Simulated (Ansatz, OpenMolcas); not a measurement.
The same job for Ansatz

This OpenMolcas 26.06 job computes PF3 (phosphorus trifluoride):

coord.xyz:
```
4

F      1.598813     0.347917     1.803715
P      0.466913     1.325717     1.321515
F     -1.061900    -0.696500    -0.536900
F      1.289413     2.056317     0.199215
```

mol.inp:
```
&GATEWAY
  BasLib
  $CurrDir
  Coord
  coord.xyz
  Basis
  STO-3G
  Group
  NoSym

&SEWARD
  GridInput
  Grid=UltraFine
  End of Grid

&SCF
  KSDFT
  B2PLYP_SCF
  Thresholds
  1e-10 1e-07 1e-07 1e-05
  PrOrbitals
  1 1

&MBPT2
  Frozen
  8
```

```bash
$ export MOLCAS_MEM=1860
$ pymolcas mol.inp > mol.log
```

(Basis files named in the input come from the Basis Set Exchange and aren't shown.)

The P2–F3 distance was set to 3.143 Å, away from the relaxed value.

A bond is far stretched, where a restricted reference may be unsound.

It gives a total energy of -632.010701 Eh.

**Question.** Write the same calculation for Ansatz 0.2.0 as an input file of the program's own.

**Answer.** This input was run:

input.yaml:
```yaml
crystal:
  periodic: [false, false, false]
  atoms:
    - {symbol: F, position_ang: [1.598813, 0.347917, 1.803715]}
    - {symbol: P, position_ang: [0.466913, 1.325717, 1.321515]}
    - {symbol: F, position_ang: [-1.061900, -0.696500, -0.536900]}
    - {symbol: F, position_ang: [1.289413, 2.056317, 0.199215]}
basis:
  gaussian: {orbitals: STO-3G}
total_charge: 0
hamiltonian: {xc: {name: B2PLYP}}
correlation: {frozen_orbitals: {F: 1, P: 5}}
accuracy: high
```

```bash
$ ansatz run input.yaml --threads 1 --pin off --max-ram 2610MiB --events-out events.jsonl --progress --plain --runs-dir runs
```

Its energy is -632.010703 Eh, 0.002 mEh from the first.
